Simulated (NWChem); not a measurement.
# Extrapolating the MP2 correlation energy of FLi

SMILES: [Li][F]
```xyz
2

Li     0.0000     0.0000    -1.1467
F      0.0000     0.0000     0.3822
```
Charge 0, spin multiplicity 1.

All runs are NWChem calculations. Structure: optimised with B3LYP/def2-SVP, a minimum by its harmonic frequencies.

The correlated methods keep 1 core orbital frozen. The structure started from a generated list of species.

Worked example. The MP2 correlation energy is -291.03 mHa in cc-pVTZ and -321.51 mHa in cc-pVQZ. The form E(X) = E∞ + A/X³ turns the pair into an estimate of the basis-set limit.

E∞ = (4³·(-321.51) − 3³·(-291.03))/(4³ − 3³) = -343.7 mHa. The larger basis holds 94 % of that. This is a two-point estimate.
